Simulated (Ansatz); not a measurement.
# CH₂+ (doublet): the correlation ladder at angle H2–C1–H3 = 180.0°, aug-cc-pVDZ

Aim: climb from Hartree-Fock through coupled cluster and multireference methods for CH₂+ (doublet) at one geometry and basis, and see what each rung misses.

Computed with Ansatz 0.2.0, Gaussian basis. Level: aug-cc-pVDZ, core rule «outside noble gas», up to 1 orbitals frozen.

Plan: UHF; CCSD(T) on ROHF; CCSD(T) on UHF; BCCD(T) on ROHF; CISD; CCSDT(Q) on ROHF; CCSDT(Q) on UHF; CASSCF and MRCISD+Q, 3 electrons in 3 orbitals; CASSCF and NEVPT2, 3 electrons in 3 orbitals; CASSCF and MRCISD+Q, 5 electrons in 6 orbitals; CASSCF and NEVPT2, 5 electrons in 6 orbitals; Full CI.

8 further runs of the same task are left out: 5 that didn't finish, 3 set aside as unsound or not needed.

**1. What is computed**

The geometry derives from a PBE0/def2-TZVP stationary point (not a proven minimum). One angle is set to the value named; bond lengths are kept.

3 atoms, charge 1, spin multiplicity 2.

Atoms are counted from 1 here; the program's logs count them from 0.

Bond lengths: C1–H2 1.094 Å, C1–H3 1.094 Å. Angles: H2–C1–H3 180.0°.

**2. UHF**

in.yaml reads:

```yaml
crystal:
  periodic: [false, false, false]
  atoms:
    - {symbol: C, position_ang: [0.000000, 0.000000, 0.000000]}
    - {symbol: H, position_ang: [0.000000, 0.000000, -1.093537]}
    - {symbol: H, position_ang: [0.000000, 0.000000, 1.093537]}
basis:
  gaussian: {orbitals: aug-cc-pVDZ}
total_charge: 1
magnetization: {spin_polarized: true, initial_magnetization: 1}
hamiltonian: {xc: hf}
output: {orbitals: {seedname: orbitals}}
```

On the command line:

```console
ansatz run in.yaml --threads 1 --pin off --events-out ev --progress --plain --max-ram 2393MiB
```

The runs that follow: CCSD(T) on ROHF; CCSD(T) on UHF; BCCD(T) on ROHF; CISD; CCSDT(Q) on ROHF; CCSDT(Q) on UHF; CASSCF and MRCISD+Q, 3 electrons in 3 orbitals; CASSCF and NEVPT2, 3 electrons in 3 orbitals; CASSCF and MRCISD+Q, 5 electrons in 6 orbitals; CASSCF and NEVPT2, 5 electrons in 6 orbitals; Full CI.

Before running them: what should the planned runs give, taken together? Wanted: FCI below the RHF energy; RMP2 from FCI; UMP2 from FCI; RCCSD from FCI; RCCSD(T) from FCI; UCCSD(T) from FCI; RCCSDT(Q) from FCI; UCCSDT(Q) from FCI; NEVPT2 pair from FCI.

As calculated:

```
                         quantity                                                                                                               value
         FCI below the RHF energy                                                                                                          -2.8806 eV
                    RMP2 from FCI                                                                                                          +638.5 meV
                    UMP2 from FCI                                                                                                          +636.0 meV
                   RCCSD from FCI                                                                                                           +52.4 meV
                RCCSD(T) from FCI                                                                                                           +11.7 meV
                UCCSD(T) from FCI                                                                                                           +10.9 meV
               RCCSDT(Q) from FCI                                                                                                            +0.1 meV
               UCCSDT(Q) from FCI                                                                                                            -0.6 meV
             NEVPT2 pair from FCI                                                                                                          +606.0 meV
           MRCISD+Q pair from FCI                                                                                                            -8.3 meV
          NEVPT2 valence from FCI                                                                                                          +361.4 meV
levels within 1 kcal/mol (43 meV)  RCCSD(T), UCCSD(T), BCCD(T), RCCSDT, UCCSDT, RCCSDT(Q), UCCSDT(Q), MRCISD+Q pair, MRCISD valence, MRCISD+Q valence
                    T1 diagnostic                                                                                                               0.017
   effectively unpaired electrons                                                                                                                1.02
```

RCCSD(T) lands +11.7 meV from the yardstick (0.4 % of the correlation energy). MRCISD+Q pair, MRCISD+Q valence fall below full CI: the +Q correction isn't variational, and the cores differ from full CI's. One determinant dominates. Of the multireference levels listed MRCISD+Q valence comes nearest in total energy (-2.0 meV), which doesn't show that its space is the better one. These misses are within one basis, not against nature; the frozen cores of restricted and unrestricted runs differ, which can shift their rows.
